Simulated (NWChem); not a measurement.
CHO cation

```xyz
3

C      0.0000     0.0000    -0.5086
O      0.0000     0.0000     0.5958
H      0.0000     0.0000    -1.6198
```
Atoms are numbered in this order, from 1.

Geometry: optimised at PBE0/def2-SVP.

Q: List the 4 lowest vertical singlet excitations from CAM-B3LYP/6-31G* (spherical d), TDA (NWChem).

A: 
```csv
state,energy (eV),oscillator strength,leading excitation (squared amplitude)
S1,9.52,0.000,HOMO−1 → LUMO+1 (0.50)
S2,9.95,0.000,HOMO−1 → LUMO+1 (0.50)
S3,9.95,0.000,HOMO−1 → LUMO (0.50)
S4,11.79,0.004,HOMO−2 → LUMO (0.99)
```
